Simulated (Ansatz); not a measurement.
# Other spins and charges of H2Al–AlH2, triplet at one geometry

Geometry (PBE0/def2-TZVP stationary point for this spin, not checked as a minimum):

| atom | x (Å) | y (Å) | z (Å) |
| --- | --- | --- | --- |
| Al | 0.0000 | 0.0000 | -1.3006 |
| Al | 0.0000 | 0.0000 | 1.3006 |
| H | 0.0000 | 1.4653 | -1.8929 |
| H | 0.0000 | -1.4653 | -1.8929 |
| H | 0.0000 | 1.4653 | 1.8929 |
| H | 0.0000 | -1.4653 | 1.8929 |

Basis cc-pVDZ; Ansatz 0.2.0. Correlated methods freeze the noble-gas cores. R marks a restricted (for open shells ROHF) determinant, U an unrestricted one.

Gaps are energies of the second state less the first, at fixed atoms, for a selection of the levels run; each method lands on the state that its own search finds for that charge and spin.

For open shells CISD is restricted-active-space CI with the open shells as a complete middle space.

Removing an electron, to the doublet: 6.663 eV at UCCSDT(Q).

```json
{"level": "RHF", "gap (eV)": "6.308", "error (meV)": "-355"}
{"level": "UHF", "gap (eV)": "6.274", "error (meV)": "-389"}
{"level": "RMP2", "gap (eV)": "6.586", "error (meV)": "-77"}
{"level": "UMP2", "gap (eV)": "6.581", "error (meV)": "-82"}
{"level": "CISD", "gap (eV)": "6.588", "error (meV)": "-75"}
{"level": "RCCSD", "gap (eV)": "6.628", "error (meV)": "-35"}
{"level": "UCCSD", "gap (eV)": "6.627", "error (meV)": "-36"}
{"level": "RCCSD(T)", "gap (eV)": "6.653", "error (meV)": "-10"}
{"level": "UCCSD(T)", "gap (eV)": "6.653", "error (meV)": "-10"}
{"level": "BCCD(T)", "gap (eV)": "6.653", "error (meV)": "-10"}
{"level": "RCCSDT", "gap (eV)": "6.661", "error (meV)": "-2"}
{"level": "UCCSDT", "gap (eV)": "6.661", "error (meV)": "-2"}
{"level": "RCCSDT(Q)", "gap (eV)": "6.662", "error (meV)": "-1"}
{"level": "PBE", "gap (eV)": "6.866", "error (meV)": "203"}
{"level": "r2SCAN", "gap (eV)": "6.977", "error (meV)": "314"}
{"level": "PBE0", "gap (eV)": "6.855", "error (meV)": "192"}
{"level": "B3LYP", "gap (eV)": "6.733", "error (meV)": "70"}
{"level": "wB97M-V", "gap (eV)": "6.527", "error (meV)": "-136"}
{"level": "B2PLYP", "gap (eV)": "6.598", "error (meV)": "-65"}
{"level": "RPA-PBE", "gap (eV)": "6.814", "error (meV)": "151"}
```

**Question.** PBE gives -1.165 eV for singlet less triplet. Estimate what UCCSDT(Q) gives in cc-pVDZ.

**Answer.** UCCSDT(Q) in cc-pVDZ gives -1.467 eV, so against it PBE is off by 0.302 eV, of which a good part can be the reference's own basis and frozen-core error.

```json
{"level": "RHF", "gap (eV)": "-1.180", "error (meV)": "287"}
{"level": "UHF", "gap (eV)": "-1.159", "error (meV)": "308"}
{"level": "RMP2", "gap (eV)": "-1.448", "error (meV)": "19"}
{"level": "UMP2", "gap (eV)": "-1.444", "error (meV)": "23"}
{"level": "CISD", "gap (eV)": "-1.429", "error (meV)": "38"}
{"level": "RCCSD", "gap (eV)": "-1.485", "error (meV)": "-18"}
{"level": "UCCSD", "gap (eV)": "-1.484", "error (meV)": "-17"}
{"level": "RCCSD(T)", "gap (eV)": "-1.476", "error (meV)": "-9"}
{"level": "UCCSD(T)", "gap (eV)": "-1.476", "error (meV)": "-9"}
{"level": "BCCD(T)", "gap (eV)": "-1.475", "error (meV)": "-8"}
{"level": "RCCSDT", "gap (eV)": "-1.467", "error (meV)": "0"}
{"level": "UCCSDT", "gap (eV)": "-1.467", "error (meV)": "0"}
{"level": "RCCSDT(Q)", "gap (eV)": "-1.467", "error (meV)": "0"}
{"level": "r2SCAN", "gap (eV)": "-1.091", "error (meV)": "376"}
{"level": "PBE0", "gap (eV)": "-1.284", "error (meV)": "183"}
{"level": "B3LYP", "gap (eV)": "-1.437", "error (meV)": "30"}
{"level": "wB97M-V", "gap (eV)": "-1.722", "error (meV)": "-255"}
{"level": "B2PLYP", "gap (eV)": "-1.507", "error (meV)": "-40"}
{"level": "RPA-PBE", "gap (eV)": "-1.458", "error (meV)": "9"}
```

In so small a basis the reference is far from its limit while semilocal and hybrid functionals are nearer theirs (RPA and double hybrids share part of the reference's basis error), so the functionals' errors here hold much of the reference's basis and frozen-core error, which can add to them or hide them.

Full CI isn't at hand for all of this; UCCSDT(Q) serves as the reference, and is uncertain by the last step of the cluster series or more. The frozen core follows each run's orbitals, which can shift R against U totals by a few meV.
